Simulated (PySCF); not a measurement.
Ligands exchanged one at a time, Si Cl-OH. Isolated molecules, 0 K electronic values unless said otherwise. One relaxed conformer stands for each flexible species; it need not be the lowest. Strings in code marks are SMILES.

Computed with PBE-D3(BJ)/def2-TZVP in PySCF 2.14.0. Excitations are Tamm–Dancoff values on a coarser integration grid. The basis has no diffuse functions, so Rydberg states are missing or too high.

```json
[
 {"species": "0 of 4 Cl replaced by OH (`Cl[Si](Cl)(Cl)Cl`)", "T1 excitation (TDA) (eV)": "–", "HOMO–LUMO gap (eV)": "6.29", "HOMO (eV)": "-8.11", "S1 oscillator strength": "0.000", "S1–T1 gap (TDA) (eV)": "–"},
 {"species": "1 of 4 Cl replaced by OH (`O[Si](Cl)(Cl)Cl`)", "T1 excitation (TDA) (eV)": "6.45", "HOMO–LUMO gap (eV)": "6.63", "HOMO (eV)": "-7.90", "S1 oscillator strength": "0.000", "S1–T1 gap (TDA) (eV)": "0.33"},
 {"species": "2 of 4 Cl replaced by OH (`O[Si](Cl)(Cl)O` (H–O–Si–Cl torsion -76°, Cl–Si–O–H torsion -174°))", "T1 excitation (TDA) (eV)": "6.68", "HOMO–LUMO gap (eV)": "6.82", "HOMO (eV)": "-7.69", "S1 oscillator strength": "0.000", "S1–T1 gap (TDA) (eV)": "0.25"},
 {"species": "3 of 4 Cl replaced by OH (`O[Si](O)(O)Cl`)", "T1 excitation (TDA) (eV)": "6.86", "HOMO–LUMO gap (eV)": "6.96", "HOMO (eV)": "-7.62", "S1 oscillator strength": "0.006", "S1–T1 gap (TDA) (eV)": "0.18"},
 {"species": "4 of 4 Cl replaced by OH (`[Si](O)(O)(O)O`)", "T1 excitation (TDA) (eV)": "6.69", "HOMO–LUMO gap (eV)": "6.81", "HOMO (eV)": "-7.35", "S1 oscillator strength": "0.005", "S1–T1 gap (TDA) (eV)": "0.21"}
]
```
